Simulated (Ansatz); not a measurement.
# Li₂− (quartet): from Hartree-Fock to the top rungs at distance Li1–Li2 = 6.033 Å, aug-cc-pVTZ

The task here is to estimate one member of a computed series from the others.

The runs use Ansatz 0.2.0, Gaussian basis; aug-cc-pVTZ, core rule «outside noble gas», up to 2 orbitals frozen.

Plan: UHF; CCSD(T) on ROHF; CCSD(T) on UHF; BCCD(T) on ROHF; CCSDT on ROHF; CCSDT on UHF; Full CI.

32 further runs of the same task are left out: 17 for a known fault of the program, 11 that didn't finish, 4 set aside as unsound or not needed.

## The geometry

The geometry derives from a PBE0/def2-TZVPD stationary point (not a proven minimum). One bond is set to the value named and the two fragments are kept rigid.

2 atoms, charge -1, spin multiplicity 4.

Atoms are counted from 1 here; the program's logs count them from 0.

No contacts short enough for the rule that draws bonds.

The first run:

in.yaml

```yaml
crystal:
  periodic: [false, false, false]
  atoms:
    - {symbol: Li, position_ang: [0.000000, 0.000000, 0.000000]}
    - {symbol: Li, position_ang: [0.000000, 0.000000, 6.033000]}
basis:
  gaussian: {orbitals: aug-cc-pVTZ}
total_charge: -1
magnetization: {spin_polarized: true, initial_magnetization: 3}
hamiltonian: {xc: hf}
output: {orbitals: {seedname: orbitals}}
```

The run is started by

```sh
> ansatz run in.yaml --threads 1 --pin off --events-out ev --progress --plain --max-ram 2393MiB
```

Among the steps run: UHF; CCSD(T) on ROHF; CCSD(T) on UHF; BCCD(T) on ROHF; CCSDT on ROHF; CCSDT on UHF; Full CI.

One of the session's tables, all rows but one given; the rest of the session is left out.

```
  method  from FCI (meV)
    ROHF          +215.2
     UHF          +214.6
    RMP2          +117.5
    UMP2               ?
   RCCSD            +3.5
   UCCSD            +2.9
RCCSD(T)            +1.7
UCCSD(T)            +1.1
 BCCD(T)            +1.7
  RCCSDT             0.0
  UCCSDT            -0.6
     FCI               0
```

Estimate the missing values for UMP2.

As computed: from FCI (meV): +116.9. In the column «from FCI (meV)» it lies between RCCSD (+3.5) and RMP2 (+117.5).

To keep in mind: Levels on UHF freeze UHF's core orbitals, full CI those of ROHF, so the U rows can settle a little off it for that reason alone. Restricted and unrestricted rows rest on different reference determinants; where their highest levels disagree by more than a few hundredths of an eV, they describe different states and don't form one ladder.
